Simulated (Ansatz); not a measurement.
Relaxation of C2H8Si (11 atoms, charge 0, multiplicity 1), to a largest force component of 0.03 eV/Å in at most 50 steps.

Theory: UKS PBE0-D4/def2-SVP in Ansatz 0.2.0.

```xyz
11
Properties=species:S:1:pos:R:3
Si -0.410 0.505 -0.174
C 1.284 0.772 0.588
C -0.851 -1.303 -0.414
H -0.656 1.320 -1.332
H -1.446 1.262 0.471
H 2.082 0.312 -0.019
H 1.503 1.849 0.670
H 1.335 0.336 1.600
H -0.857 -1.836 0.552
H -0.133 -1.816 -1.076
H -1.851 -1.401 -0.867
```

Task: Where does it end, and by what steps?

Result: It converged. After 3 steps the energy has fallen by 0.353 eV; H4 moved furthest, 0.26 Å.

```json
{"step": "0", "energy less start (eV)": "0.0000", "largest force component (eV/Å)": "1.683", "accepted": "yes"}
{"step": "1", "energy less start (eV)": "-0.3386", "largest force component (eV/Å)": "0.215", "accepted": "yes"}
{"step": "2", "energy less start (eV)": "-0.3530", "largest force component (eV/Å)": "0.033", "accepted": "yes"}
{"step": "3", "energy less start (eV)": "-0.3533", "largest force component (eV/Å)": "0.013", "accepted": "yes"}
```

```xyz
11
Properties=species:S:1:pos:R:3
Si -0.444 0.547 -0.187
C 1.258 0.780 0.577
C -0.856 -1.274 -0.411
H -0.497 1.241 -1.515
H -1.477 1.186 0.693
H 2.040 0.319 -0.048
H 1.498 1.849 0.686
H 1.307 0.319 1.577
H -0.855 -1.799 0.557
H -0.122 -1.769 -1.066
H -1.852 -1.400 -0.863
```

Whether the end is a true minimum wasn't checked by a vibrational analysis.

The run took 11 s on 2 threads of Arm Neoverse V1, on a shared host, peak memory 0.22 GiB.
